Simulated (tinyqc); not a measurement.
CCD on RHF in the sto-3g basis, frozen core, for BH2+, spin multiplicity 1, step by step. Computed by tinyqc, a small Python program that keeps every step (integrals from PySCF). Settings: charge = 1, multiplicity = 1, basis = sto-3g, method = RHF, frozen orbitals = 1, energy threshold = 1e-10, iteration cap = 72, orthogonalisation = canonical, start = core, DIIS depth = 6, amplitude equations = CCD, DIIS depth for amplitudes = 6, cap on updates = 83. Command: `OMP_NUM_THREADS=1 python tinyqc.py 20532 20533 out.jsonl` (the two numbers bound the seeds that draw the settings). One thread of a shared host (Intel(R) Xeon(R) Processor @ 2.60GHz), about 0.1 s of CPU time with the checks. The early iterations of the SCF are left out here.

## One-electron integrals

Geometry (angstrom):
```
atom         x          y         z
B     0.000000   0.000000  0.000000
H     0.000000   1.111000  0.635000
H     0.000000  -1.111000  0.635000
```

Basis sto-3g: exponents (1/bohr^2) and contraction coefficients of normalised primitives:
```
element  l (shell)   exponent  coefficient
B            s (1)  48.791113     0.154329
B            s (1)   8.887362     0.535328
B            s (1)   2.405267     0.444635
B            s (2)   2.236956    -0.099967
B            s (2)   0.519821     0.399513
B            s (2)   0.169062     0.700115
B            p (3)   2.236956     0.155916
B            p (3)   0.519821     0.607684
B            p (3)   0.169062     0.391957
H            s (1)   3.425251     0.154329
H            s (1)   0.623914     0.535328
H            s (1)   0.168855     0.444635
```

Overlap, kinetic and nuclear-attraction integrals over the contracted functions; the nuclear repulsion is the sum of Za Zb / Rab.

nuclear repulsion = 4.37342840 hartree

overlap S:
```
           1B 1s     1B 2s    1B 2px     1B 2py    1B 2pz     2H 1s      3H 1s
1B 1s   1.000000  0.269328  0.000000   0.000000  0.000000  0.054230   0.054230
1B 2s   0.269328  1.000000  0.000000   0.000000  0.000000  0.430604   0.430604
1B 2px  0.000000  0.000000  1.000000   0.000000  0.000000  0.000000   0.000000
1B 2py  0.000000  0.000000  0.000000   1.000000  0.000000  0.396395  -0.396395
1B 2pz  0.000000  0.000000  0.000000   0.000000  1.000000  0.226562   0.226562
2H 1s   0.054230  0.430604  0.000000   0.396395  0.226562  1.000000   0.081889
3H 1s   0.054230  0.430604  0.000000  -0.396395  0.226562  0.081889   1.000000
```

kinetic energy T (hartree):
```
            1B 1s      1B 2s    1B 2px     1B 2py    1B 2pz      2H 1s      3H 1s
1B 1s   10.826302  -0.047967  0.000000   0.000000  0.000000  -0.014121  -0.014121
1B 2s   -0.047967   0.359168  0.000000   0.000000  0.000000   0.067653   0.067653
1B 2px   0.000000   0.000000  1.123881   0.000000  0.000000   0.000000   0.000000
1B 2py   0.000000   0.000000  0.000000   1.123881  0.000000   0.162264  -0.162264
1B 2pz   0.000000   0.000000  0.000000   0.000000  1.123881   0.092743   0.092743
2H 1s   -0.014121   0.067653  0.000000   0.162264  0.092743   0.760032  -0.011455
3H 1s   -0.014121   0.067653  0.000000  -0.162264  0.092743  -0.011455   0.760032
```

nuclear attraction V (hartree):
```
             1B 1s      1B 2s     1B 2px     1B 2py     1B 2pz      2H 1s      3H 1s
1B 1s   -23.974443  -3.362111   0.000000   0.000000  -0.015948  -0.680956  -0.680956
1B 2s    -3.362111  -4.577999   0.000000   0.000000  -0.144665  -1.709783  -1.709783
1B 2px    0.000000   0.000000  -4.476878   0.000000   0.000000   0.000000   0.000000
1B 2py    0.000000   0.000000   0.000000  -4.636773   0.000000  -1.481649   1.481649
1B 2pz   -0.015948  -0.144665   0.000000   0.000000  -4.529112  -0.873068  -0.873068
2H 1s    -0.680956  -1.709783   0.000000  -1.481649  -0.873068  -3.511439  -0.314999
3H 1s    -0.680956  -1.709783   0.000000   1.481649  -0.873068  -0.314999  -3.511439
```

core Hamiltonian H = T + V (hartree):
```
             1B 1s      1B 2s     1B 2px     1B 2py     1B 2pz      2H 1s      3H 1s
1B 1s   -13.148141  -3.410078   0.000000   0.000000  -0.015948  -0.695077  -0.695077
1B 2s    -3.410078  -4.218831   0.000000   0.000000  -0.144665  -1.642131  -1.642131
1B 2px    0.000000   0.000000  -3.352998   0.000000   0.000000   0.000000   0.000000
1B 2py    0.000000   0.000000   0.000000  -3.512892   0.000000  -1.319385   1.319385
1B 2pz   -0.015948  -0.144665   0.000000   0.000000  -3.405232  -0.780325  -0.780325
2H 1s    -0.695077  -1.642131   0.000000  -1.319385  -0.780325  -2.751407  -0.326454
3H 1s    -0.695077  -1.642131   0.000000   1.319385  -0.780325  -0.326454  -2.751407
```

## Two-electron integrals

Functions are numbered as in S; the eight-fold symmetry (ij|kl) = (ji|kl) = (kl|ij) leaves the list below.

Two-electron integrals (ij|kl) in chemists' order, unique and non-zero (hartree):
```
(11|11) 2.923513    (21|11) 0.518376    (21|21) 0.109262    (22|11) 0.744229
(22|21) 0.193177    (22|22) 0.544804    (31|31) 0.020264    (32|31) 0.029996
(32|32) 0.120346    (33|11) 0.742491    (33|21) 0.193240    (33|22) 0.544682
(33|33) 0.586773    (41|41) 0.020264    (42|41) 0.029996    (42|42) 0.120346
(43|43) 0.031630    (44|11) 0.742491    (44|21) 0.193240    (44|22) 0.544682
(44|33) 0.523513    (44|44) 0.586773    (51|51) 0.020264    (52|51) 0.029996
(52|52) 0.120346    (53|53) 0.031630    (54|54) 0.031630    (55|11) 0.742491
(55|21) 0.193240    (55|22) 0.544682    (55|33) 0.523513    (55|44) 0.523513
(55|55) 0.586773    (61|11) 0.103957    (61|21) 0.021842    (61|22) 0.038763
(61|33) 0.038575    (61|41) 0.001373    (61|42) 0.002532    (61|44) 0.039018
(61|51) 0.000785    (61|52) 0.001447    (61|54) 0.000253    (61|55) 0.038720
(61|61) 0.004504    (62|11) 0.249887    (62|21) 0.065867    (62|22) 0.204227
(62|33) 0.198395    (62|41) 0.006300    (62|42) 0.038287    (62|44) 0.211438
(62|51) 0.003601    (62|52) 0.021883    (62|54) 0.007454    (62|55) 0.202656
(62|61) 0.014060    (62|62) 0.105337    (63|31) 0.006608    (63|32) 0.030837
(63|43) 0.007159    (63|53) 0.004091    (63|63) 0.011644    (64|11) 0.202803
(64|21) 0.054167    (64|22) 0.177251    (64|33) 0.167827    (64|41) 0.011086
(64|42) 0.061218    (64|44) 0.192521    (64|51) 0.002560    (64|52) 0.017365
(64|54) 0.010023    (64|55) 0.171217    (64|61) 0.012129    (64|62) 0.107066
(64|64) 0.118257    (65|11) 0.115914    (65|21) 0.030960    (65|22) 0.101309
(65|33) 0.095923    (65|41) 0.002560    (65|42) 0.017365    (65|44) 0.101854
(65|51) 0.008071    (65|52) 0.040762    (65|54) 0.010548    (65|55) 0.106043
(65|61) 0.006933    (65|62) 0.061195    (65|64) 0.060935    (65|65) 0.046472
(66|11) 0.408892    (66|21) 0.109788    (66|22) 0.385009    (66|33) 0.362109
(66|41) 0.012786    (66|42) 0.102961    (66|44) 0.413560    (66|51) 0.007308
(66|52) 0.058848    (66|54) 0.029407    (66|55) 0.378917    (66|61) 0.023891
(66|62) 0.253472    (66|64) 0.280053    (66|65) 0.160066    (66|66) 0.774606
(71|11) 0.103957    (71|21) 0.021842    (71|22) 0.038763    (71|33) 0.038575
(71|41) -0.001373   (71|42) -0.002532   (71|44) 0.039018    (71|51) 0.000785
(71|52) 0.001447    (71|54) -0.000253   (71|55) 0.038720    (71|61) 0.004301
(71|62) 0.012847    (71|64) 0.010062    (71|65) 0.006349    (71|66) 0.021282
(71|71) 0.004504    (72|11) 0.249887    (72|21) 0.065867    (72|22) 0.204227
(72|33) 0.198395    (72|41) -0.006300   (72|42) -0.038287   (72|44) 0.211438
(72|51) 0.003601    (72|52) 0.021883    (72|54) -0.007454   (72|55) 0.202656
(72|61) 0.012847    (72|62) 0.069462    (72|64) 0.052317    (72|65) 0.039394
(72|66) 0.127492    (72|71) 0.014060    (72|72) 0.105337    (73|31) 0.006608
(73|32) 0.030837    (73|43) -0.007159   (73|53) 0.004091    (73|63) 0.006968
(73|73) 0.011644    (74|11) -0.202803   (74|21) -0.054167   (74|22) -0.177251
(74|33) -0.167827   (74|41) 0.011086    (74|42) 0.061218    (74|44) -0.192521
(74|51) -0.002560   (74|52) -0.017365   (74|54) 0.010023    (74|55) -0.171217
(74|61) -0.010062   (74|62) -0.052317   (74|64) -0.033791   (74|65) -0.029151
(74|66) -0.091231   (74|71) -0.012129   (74|72) -0.107066   (74|74) 0.118257
(75|11) 0.115914    (75|21) 0.030960    (75|22) 0.101309    (75|33) 0.095923
(75|41) -0.002560   (75|42) -0.017365   (75|44) 0.101854    (75|51) 0.008071
(75|52) 0.040762    (75|54) -0.010548   (75|55) 0.106043    (75|61) 0.006349
(75|62) 0.039394    (75|64) 0.029151    (75|65) 0.028815    (75|66) 0.075621
(75|71) 0.006933    (75|72) 0.061195    (75|74) -0.060935   (75|75) 0.046472
(76|11) 0.045906    (76|21) 0.012104    (76|22) 0.037985    (76|33) 0.036873
(76|44) 0.038179    (76|51) 0.001122    (76|52) 0.006905    (76|55) 0.038869
(76|61) 0.002493    (76|62) 0.016680    (76|64) 0.014805    (76|65) 0.010565
(76|66) 0.036210    (76|71) 0.002493    (76|72) 0.016680    (76|74) -0.014805
(76|75) 0.010565    (76|76) 0.003345    (77|11) 0.408892    (77|21) 0.109788
(77|22) 0.385009    (77|33) 0.362109    (77|41) -0.012786   (77|42) -0.102961
(77|44) 0.413560    (77|51) 0.007308    (77|52) 0.058848    (77|54) -0.029407
(77|55) 0.378917    (77|61) 0.021282    (77|62) 0.127492    (77|64) 0.091231
(77|65) 0.075621    (77|66) 0.237808    (77|71) 0.023891    (77|72) 0.253472
(77|74) -0.280053   (77|75) 0.160066    (77|76) 0.036210    (77|77) 0.774606
```

## Orthogonalisation

S = U s U^T; canonical form X = U s^(-1/2), so that X^T S X = 1. Each column of U has its largest component positive (the first on a tie).

eigenvalues of S: 0.327836  0.396975  0.860601  1.000000  1.100187  1.521135  1.793265

X:
```
                1          2          3         4          5          6         7
1B 1s   -0.336731   0.000000   0.776067  0.000000  -0.578710   0.000000  0.205929
1B 2s    1.163750   0.000000  -0.325136  0.000000  -0.275261   0.000000  0.461341
1B 2px   0.000000   0.000000   0.000000  1.000000   0.000000   0.000000  0.000000
1B 2py   0.000000   1.080636   0.000000  0.000000   0.000000   0.593840  0.000000
1B 2pz   0.541317   0.000000   0.617843  0.000000   0.673710   0.000000  0.205948
2H 1s   -0.802989  -0.821971  -0.190074  0.000000   0.148959   0.390357  0.360545
3H 1s   -0.802989   0.821971  -0.190074  0.000000   0.148959  -0.390357  0.360545
```

## Iteration 8 (converged): orbitals

converged F (hartree):
```
            1B 1s      1B 2s     1B 2px     1B 2py     1B 2pz      2H 1s      3H 1s
1B 1s   -7.932485  -2.304261   0.000000   0.000000   0.010412  -0.474205  -0.474205
1B 2s   -2.304261  -1.430746   0.000000   0.000000  -0.120539  -0.675257  -0.675257
1B 2px   0.000000   0.000000  -0.165658   0.000000   0.000000   0.000000   0.000000
1B 2py   0.000000   0.000000   0.000000  -0.608917   0.000000  -0.477522   0.477522
1B 2pz   0.010412  -0.120539   0.000000   0.000000  -0.231241  -0.225401  -0.225401
2H 1s   -0.474205  -0.675257   0.000000  -0.477522  -0.225401  -0.657359  -0.136828
3H 1s   -0.474205  -0.675257   0.000000   0.477522  -0.225401  -0.136828  -0.657359
```

Diagonalise F' = X^T F X, C = X C', fill 3 alpha and 3 beta electrons from the bottom; D = 2 C_occ C_occ^T. Each column has its largest component positive (the first on a tie).

F' = X^T F X (hartree):
```
           1         2          3          4          5          6          7
1   0.124295  0.000000   0.644440   0.000000  -0.443960   0.000000   0.155367
2   0.000000  0.282181   0.000000   0.000000   0.000000   0.006586   0.000000
3   0.644440  0.000000  -3.634458   0.000000   3.287611   0.000000  -1.701989
4   0.000000  0.000000   0.000000  -0.165658   0.000000   0.000000   0.000000
5  -0.443960  0.000000   3.287611   0.000000  -3.418983   0.000000   1.811708
6   0.000000  0.006586   0.000000   0.000000   0.000000  -0.816145   0.000000
7   0.155367  0.000000  -1.701989   0.000000   1.811708   0.000000  -1.974090
```

orbital energies (hartree): MO1 -7.937017, MO2 -0.970375, MO3 -0.816184, MO4 -0.244203, MO5 -0.165658, MO6 0.248357, MO7 0.282220

coefficients C:
```
              MO1        MO2        MO3        MO4       MO5        MO6        MO7
1B 1s    0.992230  -0.234868   0.000000   0.138353  0.000000  -0.184808   0.000000
1B 2s    0.029772   0.678041   0.000000  -0.568722  0.000000   0.982120   0.000000
1B 2px   0.000000   0.000000   0.000000   0.000000  1.000000   0.000000   0.000000
1B 2py   0.000000   0.000000   0.587350   0.000000  0.000000   0.000000   1.084177
1B 2pz   0.001228   0.118359   0.000000   0.795692  0.000000   0.723821   0.000000
2H 1s   -0.005150   0.297964   0.395279   0.236097  0.000000  -0.829788  -0.819616
3H 1s   -0.005150   0.297964  -0.395279   0.236097  0.000000  -0.829788   0.819616
```

D after iteration 8:
```
            1B 1s      1B 2s    1B 2px     1B 2py     1B 2pz      2H 1s      3H 1s
1B 1s    2.079368  -0.259419  0.000000   0.000000  -0.053162  -0.150186  -0.150186
1B 2s   -0.259419   0.921252  0.000000   0.000000   0.160578   0.403758   0.403758
1B 2px   0.000000   0.000000  0.000000   0.000000   0.000000   0.000000   0.000000
1B 2py   0.000000   0.000000  0.000000   0.689959   0.000000   0.464334  -0.464334
1B 2pz  -0.053162   0.160578  0.000000   0.000000   0.028021   0.070521   0.070521
2H 1s   -0.150186   0.403758  0.000000   0.464334   0.070521   0.490110  -0.134872
3H 1s   -0.150186   0.403758  0.000000  -0.464334   0.070521  -0.134872   0.490110
```

## Convergence

Stop when the energy changes by less than 1e-10 hartree and every element of the error matrix X^T (F D S - S D F) X is below 3e-06.

Course of the cycle:
```
iteration   E (hartree)     change  largest element of the error matrix
1          -24.11700838          -                             7.49e-01
2          -25.10099483  -9.84e-01                             7.72e-02
3          -25.11598422  -1.50e-02                             2.51e-02
4          -25.11768251  -1.70e-03                             4.96e-03
5          -25.11774294  -6.04e-05                             6.59e-04
6          -25.11774347  -5.37e-07                             4.11e-05
7          -25.11774348  -3.86e-09                             1.55e-06
8          -25.11774348  -2.75e-12                             8.70e-08
```

PySCF RHF in the same basis = -25.11774348 hartree

Converged in 8 iterations.

## Integrals over molecular orbitals

(pq|rs) = sum C_ip C_jq C_kr C_ls (ij|kl), one index at a time.

one-electron integrals over orbitals h = C^T H C (hartree):
```
            1          2          3          4          5          6          7
1  -13.134813   0.285049   0.000000  -0.186445   0.000000   0.187655   0.000000
2    0.285049  -3.437860   0.000000   0.096317   0.000000  -0.511650   0.000000
3    0.000000   0.000000  -3.194923   0.000000   0.000000   0.000000  -0.526266
4   -0.186445   0.096317   0.000000  -3.246454   0.000000  -0.264603   0.000000
5    0.000000   0.000000   0.000000   0.000000  -3.352998   0.000000   0.000000
6    0.187655  -0.511650   0.000000  -0.264603   0.000000  -2.703107   0.000000
7    0.000000   0.000000  -0.526266   0.000000   0.000000   0.000000  -2.697549
```

Two-electron integrals over orbitals (pq|rs), unique and non-zero (hartree); the lowest 1 orbital is frozen and left out:
```
(22|22) 0.476552    (32|32) 0.139954    (33|22) 0.465367    (33|33) 0.481528
(42|22) 0.023674    (42|33) 0.018357    (42|42) 0.068505    (43|32) 0.022855
(43|43) 0.031702    (44|22) 0.437719    (44|33) 0.425016    (44|42) -0.072496
(44|44) 0.576938    (52|52) 0.074287    (53|53) 0.019021    (54|52) -0.033245
(54|54) 0.044069    (55|22) 0.471065    (55|33) 0.438090    (55|42) -0.038760
(55|44) 0.506470    (55|55) 0.586773    (62|22) 0.052198    (62|33) 0.014545
(62|42) -0.004649   (62|44) 0.056235    (62|55) 0.099898    (62|62) 0.087628
(63|32) -0.064682   (63|43) -0.026432   (63|63) 0.074043    (64|22) 0.022779
(64|33) 0.002430    (64|42) -0.007196   (64|44) 0.046612    (64|55) 0.041685
(64|62) 0.046382    (64|64) 0.032939    (65|52) 0.050006    (65|54) -0.012278
(65|65) 0.041788    (66|22) 0.483990    (66|33) 0.472836    (66|42) 0.055520
(66|44) 0.410720    (66|55) 0.450785    (66|62) 0.037573    (66|64) 0.014846
(66|66) 0.534600    (72|32) -0.017412   (72|43) -0.033049   (72|63) 0.050628
(72|72) 0.054034    (73|22) 0.034202    (73|33) 0.022108    (73|42) -0.055544
(73|44) 0.100716    (73|55) 0.104892    (73|62) 0.069093    (73|64) 0.039811
(73|66) -0.009140   (73|73) 0.110026    (74|32) -0.071347   (74|43) 0.004551
(74|63) 0.039402    (74|72) 0.004092    (74|74) 0.057519    (75|53) 0.016355
(75|75) 0.018017    (76|32) 0.114026    (76|43) 0.036404    (76|63) -0.078044
(76|72) -0.043806   (76|74) -0.057002   (76|76) 0.121553    (77|22) 0.463000
(77|33) 0.479871    (77|42) 0.000648    (77|44) 0.456977    (77|55) 0.455798
(77|62) 0.012806    (77|64) 0.001600    (77|66) 0.479511    (77|73) 0.031997
(77|77) 0.505535
```

## CCD: starting amplitudes

t_ij^ab = <ij||ab> / (e_i + e_j - e_a - e_b), whose energy is MP2.

Starting amplitudes (spin orbitals 1a, 1b, ...; amplitudes related by a flip of all spins are not repeated):
```
from      to          t
3a 3b  7a 7b  -0.050084
2a 2b  4a 4b  -0.047169
2a 2b  5a 5b  -0.046157
2a 2b  6a 6b  -0.035951
3a 3b  6a 6b  -0.034777
2a 3b  4a 7b   0.030442
2a 3b  6a 7b  -0.029818
3a 3b  4a 4b  -0.027712
2a 3b  6b 7a   0.021850
2a 2b  7a 7b  -0.021569
2a 3b  4b 7a  -0.018114
3a 3b  4a 6b   0.016152
3a 3b  5a 5b  -0.014620
2a 3a  4a 7a   0.012329
2a 3a  6a 7a  -0.007969
2a 2b  4a 6b   0.002390
```

correlation energy = -0.03285518 hartree

## CCD: amplitude update 1

t_ij^ab D_ij^ab are set to the remaining terms of the spin-orbital equations, evaluated with the old amplitudes; for the doubles these are <ij||ab> + 1/2 <ab||ef> t_ij^ef + 1/2 <mn||ij> t_mn^ab + P(ij)P(ab) <mb||ej> t_im^ae + terms in t^2, D the orbital-energy denominators.

Amplitudes after update 1 (spin orbitals 1a, 1b, ...; amplitudes related by a flip of all spins are not repeated):
```
from      to          t
3a 3b  7a 7b  -0.064964
2a 2b  5a 5b  -0.061065
2a 2b  4a 4b  -0.060535
3a 3b  6a 6b  -0.045062
2a 2b  6a 6b  -0.044872
2a 3b  4a 7b   0.041362
2a 3b  6a 7b  -0.040270
3a 3b  4a 4b  -0.037754
2a 3b  6b 7a   0.031641
2a 2b  7a 7b  -0.028767
2a 3b  4b 7a  -0.027253
3a 3b  4a 6b   0.026493
2a 3a  4a 7a   0.014109
3a 3b  5a 5b  -0.013852
2a 3a  6a 7a  -0.008630
2a 2b  4a 6b   0.002688
```

correlation energy = -0.04365837 hartree

## CCD: amplitude update 2

As before.

Amplitudes after update 2 (spin orbitals 1a, 1b, ...; amplitudes related by a flip of all spins are not repeated):
```
from      to          t
3a 3b  7a 7b  -0.069775
2a 2b  5a 5b  -0.066191
2a 2b  4a 4b  -0.064384
3a 3b  6a 6b  -0.048358
2a 2b  6a 6b  -0.047330
2a 3b  4a 7b   0.045244
2a 3b  6a 7b  -0.043598
3a 3b  4a 4b  -0.042253
2a 3b  6b 7a   0.035177
3a 3b  4a 6b   0.032355
2a 2b  7a 7b  -0.031646
2a 3b  4b 7a  -0.031190
2a 3a  4a 7a   0.014054
3a 3b  5a 5b  -0.010924
2a 3a  6a 7a  -0.008420
2a 2b  4a 6b   0.002782
```

correlation energy = -0.04734392 hartree

## CCD: convergence

E_corr = 1/4 sum <ij||ab> t_ij^ab; stop when the norm of the change is below 1e-8.

Course of the amplitude iterations:
```
update  correlation energy (hartree)  norm of the change
0                        -0.03285518                   -
1                        -0.04365837            8.94e-02
2                        -0.04734392            3.44e-02
3                        -0.04956914            1.49e-02
4                        -0.04955678            2.89e-03
5                        -0.04956362            6.34e-04
6                        -0.04955829            1.02e-04
7                        -0.04956139            2.03e-05
8                        -0.04956064            6.25e-06
9                        -0.04956063            7.86e-07
10                       -0.04956063            2.57e-07
11                       -0.04956063            1.97e-08
12                       -0.04956063            6.27e-09
```

Converged amplitudes (spin orbitals 1a, 1b, ...; amplitudes related by a flip of all spins are not repeated):
```
from      to          t
3a 3b  7a 7b  -0.071750
2a 2b  5a 5b  -0.070039
2a 2b  4a 4b  -0.065410
3a 3b  6a 6b  -0.049948
2a 2b  6a 6b  -0.048257
2a 3b  4a 7b   0.048123
3a 3b  4a 4b  -0.047813
2a 3b  6a 7b  -0.045353
3a 3b  4a 6b   0.038629
2a 3b  6b 7a   0.037013
2a 3b  4b 7a  -0.034132
2a 2b  7a 7b  -0.033708
2a 3a  4a 7a   0.013992
2a 3a  6a 7a  -0.008340
3a 3b  5a 5b  -0.005210
2a 2b  4a 6b   0.002415
```

CCD total energy = -25.16730411 hartree

Converged in 12 updates, with DIIS from the third.
